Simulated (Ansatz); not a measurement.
**What each rung costs, and what it gives**

Saddle point of CH9NSi, closed shell (CH₇NSi ([CH3][NH][SiH3]) + H₂ → CH₅N ([CH3][NH2]) + SiH₄; bonds formed: Si1–H8, N2–H7; bonds broken: Si1–N2, H7–H8), PBE0-D4/def2-TZVP structure:

Si1  (0.119, 0.642, 1.187)
N2  (0.517, -0.005, -0.518)
C3  (-0.333, -1.095, -0.990)
H4  (0.942, 1.792, 1.626)
H5  (-1.285, 0.540, 1.652)
H6  (0.768, -0.525, 1.911)
H7  (0.033, 1.071, -0.729)
H8  (-0.566, 1.853, -0.119)
H9  (1.503, -0.177, -0.687)
H10  (-0.079, -1.372, -2.014)
H11  (-1.370, -0.748, -0.974)
H12  (-0.250, -1.975, -0.348)
(Å)

Barriers are electronic and count from the start structure reached by relaxing down the imaginary mode.

Program: Ansatz 0.2.0. Basis: as named in each row. Cores are frozen in the correlated methods. B3LYP uses VWN-RPA correlation. Extrapolation: Hartree–Fock as exp(−7.88 √X), correlation as X^−2.97.

Times are rough, for one single point on 4 threads of a shared host (Arm Neoverse V1).

The estimate by CCSD(T) at an estimated basis limit (MP2 extrapolated from triple and quadruple zeta, plus CCSD(T) − MP2 in triple zeta) is 2.037 eV.

| method | basis | time (s) | barrier (eV) | method less estimate |
| --- | --- | --- | --- | --- |
| HF | STO-3G | under 1 | 3.786 | 1.749 |
| PBE-D4 | STO-3G | under 1 | 2.212 | 0.175 |
| SPW92 | def2-SVP | under 1 | 1.217 | -0.820 |
| B3LYP-D4 | 6-31G | under 1 | 1.956 | -0.081 |
| PBE-D4 | def2-SVP | under 1 | 1.567 | -0.470 |
| PBE0-D4 | def2-SVP | under 1 | 1.709 | -0.328 |
| SPW92 | def2-TZVPP | 1 | 1.304 | -0.733 |
| PBE-D4 | def2-TZVPP | 2 | 1.656 | -0.381 |
| BLYP-D4 | def2-TZVPP | 2 | 1.887 | -0.150 |
| B3LYP-D4 | def2-TZVPP | 2 | 1.969 | -0.068 |
| BHLYP-D4 | def2-TZVPP | 2 | 2.127 | 0.090 |
| PBE0-D4 | def2-TZVPP | 2 | 1.782 | -0.256 |
| CCSD(T) | def2-SVP | 2 | 2.053 | 0.016 |
| CAM-B3LYP-D4 | def2-TZVPP | 2 | 2.000 | -0.037 |
| wB97M-V | def2-SVP | 3 | 1.840 | -0.197 |
| r2SCAN-D4 | def2-TZVPP | 3 | 1.805 | -0.232 |
| r2SCAN0-D4 | def2-TZVPP | 3 | 1.883 | -0.154 |
| B2PLYP | def2-TZVPP | 3 | 2.053 | 0.016 |
| PBE-QIDH | def2-TZVPP | 4 | 1.937 | -0.100 |
| RPA on PBE | def2-TZVPP | 4 | 2.051 | 0.014 |
| wB97X-V | def2-TZVPP | 6 | 1.993 | -0.044 |
| B97M-V | def2-TZVPP | 6 | 1.829 | -0.208 |
| wB97M-V | def2-TZVPP | 6 | 1.961 | -0.076 |
| MP2 | def2-QZVPP | 17 | 2.052 | 0.015 |
| CCSD(T) | def2-TZVPP | 58 | 2.037 | 0.000 |

All methods are single points on the PBE0-D4 structures.

No T1 diagnostic of these runs exceeds 0.012.

Labels in which every atom is bracketed show which atoms are joined, not bond orders.
